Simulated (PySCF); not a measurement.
## What an electron can do to HCl

r²SCAN in PySCF with aug-pcseg-1 on every atom, for the lowest determinant that a PBE0 search found; no spin–orbit coupling.

```csv
species,state (unpaired electrons),Re (Å),ωe (cm⁻¹),energy of the minimum from the neutral (eV),De (eV),dissociates to
HCl,singlet (closed shell),1.291,2966,0.00,4.55,H + Cl
HCl⁺,doublet (π ↑),1.334,2651,12.74,4.86,H + Cl⁺
```

Work out the lowest energy to break HCl into atoms, from its vibrational ground state.

D0 = De − ωe/2 = 4.55 − 0.18 = 4.37 eV (r²SCAN/aug-pcseg-1).

Work out the ionisation energy of the Cl atom at this level and the threshold of dissociative ionisation.

IE(Cl) = 12.74 + 4.86 − 4.55 = 13.05 eV, so H + Cl⁺ + e⁻ appears at D0 + IE(Cl) = 17.42 eV (r²SCAN/aug-pcseg-1). The measured IE(Cl) is 12.968 eV (NIST ASD).

These are thermodynamic thresholds; the onsets seen under electron impact lie higher where the geometry changes, and cross-sections peak well above them.

For an ion De counts to the pair picked by the measured ionisation energies or electron affinities, which need not be the lowest pair at this level. States were picked by a PBE0 search and need not be the measured ground states.
